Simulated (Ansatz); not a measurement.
This geometry of BFH2 + H2 (6 atoms, charge 0, multiplicity 1) is a first-order saddle point.

Computed with Ansatz 0.2.0, RKS B3LYP-D4/def2-SVP.

```xyz
6
Properties=species:S:1:pos:R:3
B 0.011 -0.224 0.020
F 0.013 0.050 1.634
H 1.057 0.122 -0.456
H -1.058 0.064 -0.443
H 0.048 -1.518 0.278
H 0.040 -1.020 1.231
```

(1) Which two structures does it join? (They come from a converged band through this point; their orientation in space is the band's.)

(2) How far does it lie above each of them?

Answers

(1) Bonds broken: B1–F2, H5–H6. Bonds formed: B1–H5, F2–H6. BFH2 + H2 becomes BH3 + FH.

First end point:

```xyz
6
Properties=species:S:1:pos:R:3
B -0.010 0.459 0.024
F -0.021 0.950 1.249
H 1.062 0.290 -0.506
H -1.071 0.222 -0.499
H 0.078 -2.372 0.647
H 0.074 -2.075 1.347
```

Last end point:

```xyz
6
Properties=species:S:1:pos:R:3
B 0.014 -0.353 -0.249
F 0.012 -0.051 1.697
H 1.038 0.223 -0.516
H -1.045 0.160 -0.508
H 0.051 -1.558 -0.111
H 0.041 -0.948 1.951
```

(2) 1.71 eV above the first and 0.39 eV above the second. This is the barrier of this one path; another mechanism may lie lower. The orbitals stay closed-shell, which can raise the energy where a bond breaks towards radicals; this wasn't checked here.

Run time: 2.5 min on 1 thread of Intel(R) Xeon(R) Platinum 8259CL CPU @ 2.50GHz (Skylake/Cascade Lake), with other jobs on the host, peak memory 0.11 GiB.
